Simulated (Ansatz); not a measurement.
```yaml
crystal:
  periodic: [false, false, false]
  atoms:
    - {symbol: O, position_ang: [-1.004201, -0.229173, 0.110913]}
    - {symbol: Si, position_ang: [-0.028527, 0.297899, 0.121072]}
    - {symbol: S, position_ang: [1.095678, -0.332971, -0.497256]}
    - {symbol: H, position_ang: [-1.047193, -0.433436, -0.459265]}
    - {symbol: H, position_ang: [-0.110961, 1.062297, -0.345751]}
    - {symbol: H, position_ang: [0.154331, 0.509526, 1.120252]}
    - {symbol: H, position_ang: [0.990662, -1.038076, 0.040060]}
basis:
  gaussian: {orbitals: def2-mTZVP, final_grid: {core_spheres: 5, valence_spheres: 4, degree: 11}}
hamiltonian: {xc: {name: r2SCANh}}
output: {forces: true}
```

```sh
$ ansatz run in.yaml --threads 2 --pin off --events-out ev --progress --plain --max-ram 4352MiB
```

Output, abridged:

```
Functional definition: r2SCANh
732 factors; integrals over basis functions are off by at most 3.8e-4 eV
mean field evaluation 1: about -20752.2291 eV, gradient 9.6e1 eV
mean field evaluation 2: about -20739.7543 eV, gradient 1.2e2 eV
mean field evaluation 4: about -20767.0748 eV, gradient 4.5e0 eV
mean field evaluation 8: about -20767.2583 eV, gradient 2.2e-1 eV
mean field evaluation 16: about -20767.2584 eV, gradient 2.9e-5 eV
mean field -20767.25836701 eV, -763.1826684343 hartree, gradient 2.9e-5 eV, S^2 0.000000; 0 other end points of the search recorded, 0 dependent functions left out
reference -20767.25837300 eV, -763.1826686543 hartree; 21, 21 occupied and 59, 59 virtual orbitals, 732 factors
Total energy: -20767.25837300 eV, -763.1826686543 hartree
Atom 0 at    -1.004201    -0.229173     0.110913 Å, force   -73.451586   -19.350052    66.873102 eV/Å
Atom 1 at    -0.028527     0.297899     0.121072 Å, force    32.086998    27.849511    29.401579 eV/Å
Atom 2 at     1.095678    -0.332971    -0.497256 Å, force    55.339291     7.088589   -53.446097 eV/Å
Atom 3 at    -1.047193    -0.433436    -0.459265 Å, force   -10.934756   -27.321688   -70.235886 eV/Å
Atom 4 at    -0.110961     1.062297    -0.345751 Å, force    -3.683904    41.607816   -23.477510 eV/Å
Atom 5 at     0.154331     0.509526     1.120252 Å, force     4.979097     5.947390    24.024736 eV/Å
Atom 6 at     0.990662    -1.038076     0.040060 Å, force    -4.335141   -35.821565    26.860076 eV/Å
Dipole moment:    -0.086664    -0.312279    -0.138214 e Å
```

What is wrong with this run?

The geometry is squeezed to about two thirds of its size. Self-consistency was reached. The result belongs to that input, not to the molecule as meant.
